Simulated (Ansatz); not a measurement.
# HF with C2H4: superposition error and deformation, part 3 of 3

Ansatz 0.2.0, Gaussian basis. Earlier steps stand in the parts before.

### 19 B3LYP-D4/def2-TZVPPD

The inputs:

free-a/in.yaml

```yaml
crystal:
  periodic: [false, false, false]
  atoms:
    - {symbol: F, position_ang: [1.049178, -0.542793, -2.069540]}
    - {symbol: H, position_ang: [0.644750, -0.332984, -1.270314]}
basis:
  gaussian: {orbitals: "def2-TZVPPD.json"}
hamiltonian: {xc: {name: B3LYP}, dispersion: d4}
```

free-b/in.yaml

```yaml
crystal:
  periodic: [false, false, false]
  atoms:
    - {symbol: C, position_ang: [-0.808526, 0.376512, 0.228742]}
    - {symbol: C, position_ang: [0.243887, -0.084590, 0.884504]}
    - {symbol: H, position_ang: [-1.644913, -0.264517, -0.028564]}
    - {symbol: H, position_ang: [-0.878161, 1.414505, -0.078484]}
    - {symbol: H, position_ang: [1.080265, 0.556446, 1.141822]}
    - {symbol: H, position_ang: [0.313524, -1.122582, 1.191734]}
basis:
  gaussian: {orbitals: "def2-TZVPPD.json"}
hamiltonian: {xc: {name: B3LYP}, dispersion: d4}
```

Each run has its own folder and the same command.

The run is started by

```console
$ ansatz run in.yaml --threads 2 --pin off --events-out ev --progress --plain --max-ram 5222MiB
```

Output in free-a, shortened:

```text
Functional definition: B3LYP
  name "B3LYP"
  cite "Stephens, Devlin, Chabalowski & Frisch, J. Phys. Chem. 98, 11623 (1994) doi:10.1021/j100096a001"
  cite "Becke, Phys. Rev. A 38, 3098 (1988) doi:10.1103/PhysRevA.38.3098"
  cite "Lee, Yang & Parr, Phys. Rev. B 37, 785 (1988) doi:10.1103/PhysRevB.37.785"
  cite "Vosko, Wilk & Nusair, Can. J. Phys. 58, 1200 (1980) doi:10.1139/p80-159"
[...]
256 factors; their error is unknown
[...]
mean field -2734.61341220 eV, -100.4951893108 hartree, gradient 8.3e-5 eV, S^2 0.000000; 0 other end points of the search recorded, 0 dependent functions left out
reference -2734.61358747 eV, -100.4951957518 hartree; 5, 5 occupied and 52, 52 virtual orbitals, 256 factors
Total energy: -2734.61657713 eV, -100.4953056198 hartree
```

Log of free-b, shortened:

```text
[... 6 set-up lines as earlier in the session ...]
[...]
584 factors; their error is unknown
[...]
mean field -2139.50853200 eV, -78.6254883399 hartree, gradient 8.9e-6 eV, S^2 0.000000; 0 other end points of the search recorded, 0 dependent functions left out
reference -2139.50873320 eV, -78.6254957341 hartree; 8, 8 occupied and 134, 134 virtual orbitals, 584 factors
Total energy: -2139.59216298 eV, -78.6285617218 hartree
```

Wall times: 0.2 s (free-a), 1.1 s (free-b) on 2 threads, shared host.

### 20 wB97X-V/def2-TZVPPD

The same edit goes into each in.yaml of step 19 (free-a, free-b):

```diff
-hamiltonian: {xc: {name: B3LYP}, dispersion: d4}
+hamiltonian: {xc: {name: wB97X-V}}
```

The same command starts each run, in its folder.

The run is started by

```console
$ ansatz run in.yaml --threads 2 --pin off --events-out ev --progress --plain --max-ram 5222MiB
```

Log of free-a, shortened:

```text
[... 5 set-up lines as earlier in the session ...]
[...]
      + integral(e_c_pw_opposite_spin*poly(b97_u_opposite, cos0, cos1)) + vv10(b, c)
256 factors; their error is unknown
78 factors; integrals over basis functions are off by at most 2.5e-5 eV
[...]
mean field -2733.56425546 eV, -100.4566335117 hartree, gradient 1.3e-5 eV, S^2 0.000000; 0 other end points of the search recorded, 0 dependent functions left out
reference -2733.56425363 eV, -100.4566334445 hartree; 5, 5 occupied and 52, 52 virtual orbitals, 256 factors
Total energy: -2733.56425363 eV, -100.4566334445 hartree
```

Output in free-b, shortened:

```text
[... 5 set-up lines as earlier in the session ...]
[...]
      + integral(e_c_pw_opposite_spin*poly(b97_u_opposite, cos0, cos1)) + vv10(b, c)
584 factors; their error is unknown
198 factors; integrals over basis functions are off by at most 2.7e-5 eV
[...]
mean field -2138.54597923 eV, -78.5901151783 hartree, gradient 1.3e-5 eV, S^2 0.000000; 0 other end points of the search recorded, 0 dependent functions left out
reference -2138.54597776 eV, -78.5901151240 hartree; 8, 8 occupied and 134, 134 virtual orbitals, 584 factors
Total energy: -2138.54597776 eV, -78.5901151240 hartree
```

Times: 0.55 s (free-a), 2.9 s (free-b) on 2 threads, shared host.

### 21 wB97M-V/def2-TZVPPD

Each input of step 20 (free-a, free-b) changes in the same lines:

```diff
-hamiltonian: {xc: {name: wB97X-V}}
+hamiltonian: {xc: {name: wB97M-V}}
```

One command serves all of them, each in its own folder.

The run is started by

```console
$ ansatz run in.yaml --threads 2 --pin off --events-out ev --progress --plain --max-ram 5222MiB
```

Log of free-a, shortened:

```text
[... 5 set-up lines as earlier in the session ...]
  # Of w^i u^j: cxij and so on, Table III.
[...]
  gx(w, u) = 1 - cx + cx01*u + cx10*w
[...]
      + integral(e_c_pw_mod_opposite_spin*gos(b97_w_opposite, b97_u_opposite)) + vv10(b, c)
256 factors; their error is unknown
78 factors; integrals over basis functions are off by at most 2.5e-5 eV
[...]
mean field -2733.75173070 eV, -100.4635230996 hartree, gradient 6.5e-5 eV, S^2 0.000000; 0 other end points of the search recorded, 0 dependent functions left out
reference -2733.75177540 eV, -100.4635247425 hartree; 5, 5 occupied and 52, 52 virtual orbitals, 256 factors
Total energy: -2733.75177540 eV, -100.4635247425 hartree
```

Log of free-b, shortened:

```text
[... 5 set-up lines as earlier in the session ...]
  # Of w^i u^j: cxij and so on, Table III.
[...]
  gx(w, u) = 1 - cx + cx01*u + cx10*w
[...]
      + integral(e_c_pw_mod_opposite_spin*gos(b97_w_opposite, b97_u_opposite)) + vv10(b, c)
584 factors; their error is unknown
198 factors; integrals over basis functions are off by at most 2.7e-5 eV
[...]
mean field -2137.95046799 eV, -78.5682305438 hartree, gradient 7.1e-6 eV, S^2 0.000000; 0 other end points of the search recorded, 0 dependent functions left out
reference -2137.95050669 eV, -78.5682319659 hartree; 8, 8 occupied and 134, 134 virtual orbitals, 584 factors
Total energy: -2137.95050669 eV, -78.5682319659 hartree
```

Times: 0.55 s (free-a), 3.1 s (free-b) on 2 threads, shared host.

### 22 B2PLYP/def2-TZVPPD

The same edit goes into each in.yaml of step 21 (free-a, free-b):

```diff
-hamiltonian: {xc: {name: wB97M-V}}
+hamiltonian: {xc: {name: B2PLYP}}
```

Each run has its own folder and the same command.

The run is started by

```console
$ ansatz run in.yaml --threads 2 --pin off --events-out ev --progress --plain --max-ram 5222MiB
```

Log of free-a, shortened:

```text
[... 5 set-up lines as earlier in the session ...]
[...]
352 factors; integrals over basis functions are off by at most 1.1e-3 eV
[...]
mean field -2730.77285925 eV, -100.3540515930 hartree, gradient 3.2e-6 eV, S^2 0.000000; 0 other end points of the search recorded, 0 dependent functions left out
1 core orbitals not correlated: weight in the atoms' cores, before any rotation towards them, 1.000 or more for the frozen orbitals, at most 0.000 for the correlated occupied ones
reference -2730.77296493 eV, -100.3540554767 hartree; 4, 4 occupied and 52, 52 virtual orbitals, 352 factors
second order -8.70916314 eV of doubles, -0.00000000 eV of singles
Total energy: -2733.12443898 eV, -100.4404705541 hartree
```

free-b printed, shortened:

```text
[... 5 set-up lines as earlier in the session ...]
[...]
807 factors; integrals over basis functions are off by at most 8.7e-4 eV
[...]
mean field -2134.22216517 eV, -78.4312179424 hartree, gradient 6.7e-7 eV, S^2 0.000000; 0 other end points of the search recorded, 0 dependent functions left out
2 core orbitals not correlated: weight in the atoms' cores, before any rotation towards them, 1.000 or more for the frozen orbitals, at most 0.000 for the correlated occupied ones
reference -2134.22228467 eV, -78.4312223339 hartree; 6, 6 occupied and 134, 134 virtual orbitals, 807 factors
second order -11.09780832 eV of doubles, -0.00000000 eV of singles
Total energy: -2137.21869292 eV, -78.5413383059 hartree
```

Times: 0.3 s (free-a), 1.7 s (free-b) on 2 threads, shared host.

### 23 BLYP-D4/def2-TZVPPD

The same edit goes into each in.yaml of step 22 (free-a, free-b):

```diff
-hamiltonian: {xc: {name: B2PLYP}}
+hamiltonian: {xc: {name: BLYP}, dispersion: d4}
```

Each run has its own folder and the same command.

The run is started by

```console
$ ansatz run in.yaml --threads 2 --pin off --events-out ev --progress --plain --max-ram 5222MiB
```

Output in free-a, shortened:

```text
[... 4 set-up lines as earlier in the session ...]
[...]
256 factors; their error is unknown
[...]
mean field -2734.32851224 eV, -100.4847194303 hartree, gradient 4.1e-5 eV, S^2 0.000000; 0 other end points of the search recorded, 0 dependent functions left out
reference -2734.32874897 eV, -100.4847281302 hartree; 5, 5 occupied and 52, 52 virtual orbitals, 256 factors
Total energy: -2734.33333089 eV, -100.4848965126 hartree
```

Log of free-b, shortened:

```text
[... 4 set-up lines as earlier in the session ...]
[...]
584 factors; their error is unknown
[...]
mean field -2138.20121334 eV, -78.5774452655 hartree, gradient 1.1e-5 eV, S^2 0.000000; 0 other end points of the search recorded, 0 dependent functions left out
reference -2138.20150081 eV, -78.5774558297 hartree; 8, 8 occupied and 134, 134 virtual orbitals, 584 factors
Total energy: -2138.32386330 eV, -78.5819525681 hartree
```

Wall times: 0.2 s (free-a), 1 s (free-b) on 2 threads, shared host.

### 24 revPBE-D4/def2-TZVPPD

Each input of step 23 (free-a, free-b) changes in the same lines:

```diff
-hamiltonian: {xc: {name: BLYP}, dispersion: d4}
+hamiltonian: {xc: {name: revPBE}, dispersion: d4}
```

One command serves all of them, each in its own folder.

The run is started by

```console
$ ansatz run in.yaml --threads 2 --pin off --events-out ev --progress --plain --max-ram 5222MiB
```

free-a printed, shortened:

```text
[... 4 set-up lines as earlier in the session ...]
[...]
256 factors; their error is unknown
[...]
mean field -2733.67826265 eV, -100.4608231986 hartree, gradient 5.0e-6 eV, S^2 0.000000; 0 other end points of the search recorded, 0 dependent functions left out
reference -2733.67830952 eV, -100.4608249212 hartree; 5, 5 occupied and 52, 52 virtual orbitals, 256 factors
Total energy: -2733.68773159 eV, -100.4611711760 hartree
```

Output in free-b, shortened:

```text
[... 4 set-up lines as earlier in the session ...]
[...]
584 factors; their error is unknown
[...]
mean field -2138.67499644 eV, -78.5948564732 hartree, gradient 5.8e-6 eV, S^2 0.000000; 0 other end points of the search recorded, 0 dependent functions left out
reference -2138.67503785 eV, -78.5948579951 hartree; 8, 8 occupied and 134, 134 virtual orbitals, 584 factors
Total energy: -2138.88639466 eV, -78.6026252145 hartree
```

They took 0.2 s (free-a), 0.9 s (free-b) on 2 threads, shared host.

### 25 B97M-V/def2-TZVPPD

The same edit goes into each in.yaml of step 24 (free-a, free-b):

```diff
-hamiltonian: {xc: {name: revPBE}, dispersion: d4}
+hamiltonian: {xc: {name: B97M-V}}
```

One command serves all of them, each in its own folder.

The run is started by

```console
$ ansatz run in.yaml --threads 2 --pin off --events-out ev --progress --plain --max-ram 5222MiB
```

free-a printed, shortened:

```text
[... 5 set-up lines as earlier in the session ...]
  # Of w^i u^j: cxij and so on, Table III.
[...]
  gx(w, u) = cx00 + cx01*u + cx02*u^2 + (cx10 + cx11*u)*w
[...]
  gos(w, u) = cos00 + cos01*u + cos03*u^3 + cos10*w + cos32*w^3*u^2
[...]
      + integral(e_c_pw_mod_opposite_spin*gos(b97_w_opposite, b97_u_opposite)) + vv10(b, c)
256 factors; their error is unknown
[...]
mean field -2733.45889394 eV, -100.4527615473 hartree, gradient 4.3e-5 eV, S^2 0.000000; 0 other end points of the search recorded, 0 dependent functions left out
reference -2733.45894864 eV, -100.4527635576 hartree; 5, 5 occupied and 52, 52 virtual orbitals, 256 factors
Total energy: -2733.45894864 eV, -100.4527635576 hartree
```

free-b printed, shortened:

```text
[... 5 set-up lines as earlier in the session ...]
  # Of w^i u^j: cxij and so on, Table III.
[...]
  gx(w, u) = cx00 + cx01*u + cx02*u^2 + (cx10 + cx11*u)*w
[...]
  gos(w, u) = cos00 + cos01*u + cos03*u^3 + cos10*w + cos32*w^3*u^2
[...]
      + integral(e_c_pw_mod_opposite_spin*gos(b97_w_opposite, b97_u_opposite)) + vv10(b, c)
584 factors; their error is unknown
[...]
mean field -2139.28556281 eV, -78.6172943734 hartree, gradient 7.0e-5 eV, S^2 0.000000; 0 other end points of the search recorded, 0 dependent functions left out
reference -2139.28560719 eV, -78.6172960042 hartree; 8, 8 occupied and 134, 134 virtual orbitals, 584 factors
Total energy: -2139.28560719 eV, -78.6172960042 hartree
```

They took 0.5 s (free-a), 3.8 s (free-b) on 2 threads, shared host.

### 26 HSE06-D4/def2-TZVPPD

The same edit goes into each in.yaml of step 25 (free-a, free-b):

```diff
-hamiltonian: {xc: {name: B97M-V}}
+hamiltonian: {xc: hse06, dispersion: d4}
```

One command serves all of them, each in its own folder.

The run is started by

```console
$ ansatz run in.yaml --threads 2 --pin off --events-out ev --progress --plain --max-ram 5222MiB
```

Output in free-a, shortened:

```text
[... 6 set-up lines as earlier in the session ...]
[...]
256 factors; their error is unknown
24 factors; integrals over basis functions are off by at most 5.9e-5 eV
[...]
mean field -2731.81030039 eV, -100.3921768517 hartree, gradient 4.2e-5 eV, S^2 0.000000; 0 other end points of the search recorded, 0 dependent functions left out
reference -2731.81033776 eV, -100.3921782250 hartree; 5, 5 occupied and 52, 52 virtual orbitals, 256 factors
Total energy: -2731.81169509 eV, -100.3922281062 hartree
```

free-b printed, shortened:

```text
[... 6 set-up lines as earlier in the session ...]
[...]
584 factors; their error is unknown
70 factors; integrals over basis functions are off by at most 3.6e-6 eV
[...]
mean field -2136.32793434 eV, -78.5086035319 hartree, gradient 6.8e-6 eV, S^2 0.000000; 0 other end points of the search recorded, 0 dependent functions left out
reference -2136.32796320 eV, -78.5086045926 hartree; 8, 8 occupied and 134, 134 virtual orbitals, 584 factors
Total energy: -2136.36636601 eV, -78.5100158699 hartree
```

Wall times: 0.25 s (free-a), 1.1 s (free-b) on 2 threads, shared host.

### 27 CCSD(T)/def2-TZVPPD

The same edit goes into each in.yaml of step 26 (free-a, free-b):

```diff
-hamiltonian: {xc: hse06, dispersion: d4}
+correlation: {method: ccsd_t}
```

The same command starts each run, in its folder.

The run is started by

```console
$ ansatz run in.yaml --threads 2 --pin off --events-out ev --progress --plain --max-ram 5222MiB
```

Log of free-a, shortened:

```text
[... 4 set-up lines as earlier in the session ...]
[...]
352 factors; integrals over basis functions are off by at most 1.1e-3 eV
[...]
mean field -2722.94010637 eV, -100.0662032341 hartree, gradient 1.6e-6 eV, S^2 0.000000; 0 other end points of the search recorded, 0 dependent functions left out
1 core orbitals not correlated: weight in the atoms' cores, before any rotation towards them, 1.000 or more for the frozen orbitals, at most 0.000 for the correlated occupied ones
reference -2722.94010637 eV, -100.0662032341 hartree; 4, 4 occupied and 52, 52 virtual orbitals, 352 factors
second order -7.43395799 eV of doubles, -0.00000000 eV of singles
cycle   1  -7.34224079 eV  change    9.2e-2 eV  update   4.7e-2
[...]
cycle   9  -7.48857291 eV  change    2.0e-6 eV  update   1.5e-6
perturbative correction -0.18477477 eV, -0.0067903477 hartree
Total energy: -2730.61345406 eV, -100.3481935604 hartree
```

free-b printed, shortened:

```text
[... 4 set-up lines as earlier in the session ...]
[...]
807 factors; integrals over basis functions are off by at most 8.7e-4 eV
[...]
mean field -2124.30079111 eV, -78.0666141705 hartree, gradient 1.1e-6 eV, S^2 0.000000; 0 other end points of the search recorded, 0 dependent functions left out
2 core orbitals not correlated: weight in the atoms' cores, before any rotation towards them, 1.000 or more for the frozen orbitals, at most 0.000 for the correlated occupied ones
reference -2124.30079111 eV, -78.0666141705 hartree; 6, 6 occupied and 134, 134 virtual orbitals, 807 factors
second order -9.11947300 eV of doubles, -0.00000000 eV of singles
cycle   1  -9.48685443 eV  change   -3.7e-1 eV  update   6.3e-2
[...]
cycle   8  -9.78760815 eV  change   -1.2e-5 eV  update   9.1e-6
perturbative correction -0.40673759 eV, -0.0149473306 hartree
Total energy: -2134.49513684 eV, -78.4412494661 hartree
```

Wall times: 0.3 s (free-a), 3.4 s (free-b) on 2 threads, shared host; peak memory 0.61 GiB.

### 28 The split

| method | interaction with counterpoise (kcal/mol) | without | superposition error | deformation | binding energy |
| --- | --- | --- | --- | --- | --- |
| PBE-D4 | -5.62 | -5.71 | 0.08 | -0.12 | -5.75 |
| revPBE-D4 | -4.86 | -4.96 | 0.10 | -0.14 | -5.01 |
| BLYP-D4 | -4.75 | -4.84 | 0.09 | -0.17 | -4.92 |
| r2SCAN-D4 | -5.56 | -5.63 | 0.07 | 0.08 | -5.48 |
| B97M-V | -4.80 | -4.89 | 0.09 | 0.19 | -4.61 |
| PBE0-D4 | -5.53 | -5.60 | 0.07 | 0.15 | -5.39 |
| B3LYP-D4 | -4.99 | -5.07 | 0.08 | 0.06 | -4.93 |
| HSE06-D4 | -5.52 | -5.59 | 0.07 | 0.14 | -5.38 |
| wB97X-V | -5.06 | -5.12 | 0.07 | 0.09 | -4.96 |
| wB97M-V | -4.99 | -5.07 | 0.08 | 0.11 | -4.88 |
| B2PLYP | -4.28 | -4.51 | 0.23 | 0.08 | -4.20 |
| Hartree-Fock | -2.65 | -2.71 | 0.07 | 0.60 | -2.05 |
| MP2 | -4.41 | -5.04 | 0.63 | 0.06 | -4.35 |
| CCSD | -3.82 | -4.38 | 0.56 | 0.13 | -3.69 |
| CCSD(T) | -4.13 | -4.74 | 0.61 | 0.05 | -4.08 |

### 29 Outcome

The summary covers parts 1 to 3.

| quantity | value |
| --- | --- |
| interaction, CCSD(T) | -4.13 kcal/mol |
| superposition error | 0.61 kcal/mol |
| deformation | 0.05 kcal/mol |
| binding energy | -4.08 kcal/mol |

**Reading.** In this basis the superposition error is 0.61 kcal/mol for CCSD(T) and 0.08 kcal/mol on average for the plain functionals: correlated methods borrow far more, since they need many more functions to converge. Deformation takes back 1 % of the interaction. The free shapes are PBE0-D4 minima, so other methods can show a small negative deformation energy.
